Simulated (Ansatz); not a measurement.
# H$_{2}$Ge–N, quartet: stretch scan

Starting geometry (PBE0/def2-TZVP stationary point for this spin, not checked as a minimum):

```yaml
atoms:
  - { symbol: Ge, position_ang: [-0.0346, 0.0000, 0.2958] }
  - { symbol: N, position_ang: [0.0724, 0.0000, -1.6458] }
  - { symbol: H, position_ang: [0.7424, -1.2582, 0.7751] }
  - { symbol: H, position_ang: [0.7424, 1.2582, 0.7751] }
```

From there N2 moves along the line of the two atoms named below, all else staying in place; atoms are numbered as listed. Energies are in kJ/mol, counted from the starting geometry at the same level. Kohn–Sham curves are unrestricted where that lies lower.

Basis cc-pVDZ; Ansatz 0.2.0. Correlated methods freeze the noble-gas cores and the filled d shells of p-block atoms. R marks a restricted (for open shells ROHF) determinant, U an unrestricted one. No spin–orbit coupling is included, and no scalar relativity.

Unrestricted rows (U, and Kohn–Sham where it breaks symmetry) aren't spin-pure: their determinants' ⟨S²⟩ exceeds S(S+1) by up to 0.44, so they mix in states of higher spin. Coupled cluster chose its determinant by trial CCSD, here up to 0.14 eV above the lowest Hartree–Fock solution of its kind. A value is left out where its run failed or describes another state than the reference as far as symmetry and spin tell, or, spin-broken singlets apart, can't be checked.

Full CI isn't at hand for all of this; UCCSDT(Q) serves as the reference, and is uncertain by about the last step of the cluster series.

```tsv
distance Ge1-N2 (Å)	UCCSDT(Q)	curve A	curve B	curve C	curve D
1.531	277.9	277.9	253.6	247.3	278.1
1.760	46.1	46.0	40.6	40.3	44.9
1.945	0.0	0.0	0.0	0.0	0.0
2.106	3.0	3.1	5.8	5.4	4.6
2.431	45.0	45.2	54.8	55.9	48.6
2.721	74.8	74.7	93.9	102.4	74.3
3.064	86.2	85.8	119.1	137.8	81.0
3.637	86.9	86.4	–	–	79.6
4.302	87.3	86.7	138.6	170.1	79.7
5.345	88.0	87.5	139.8	172.6	80.4
6.500	88.2	87.6	139.9	172.8	80.5
```

Q: The curves come from B3LYP, PBE, UCCSD, UCCSDT. Compare each with UCCSDT(Q) and say which is which.

A: A: UCCSDT, B: B3LYP, C: PBE, D: UCCSD. Spread of the error against UCCSDT(Q), over the points where both stand: A 0.8, B 76.1, C 115.3, D 11.3 kJ/mol. B3LYP at 6.500 Å lies 51.7 kJ/mol (59 %) above the reference in this basis. PBE at 6.500 Å lies 84.7 kJ/mol (96 %) above the reference in this basis.

In so small a basis the reference is far from its limit while semilocal and hybrid functionals are nearer theirs, so the functionals' errors here hold much of the reference's basis and frozen-core error, which can add to them or hide them.
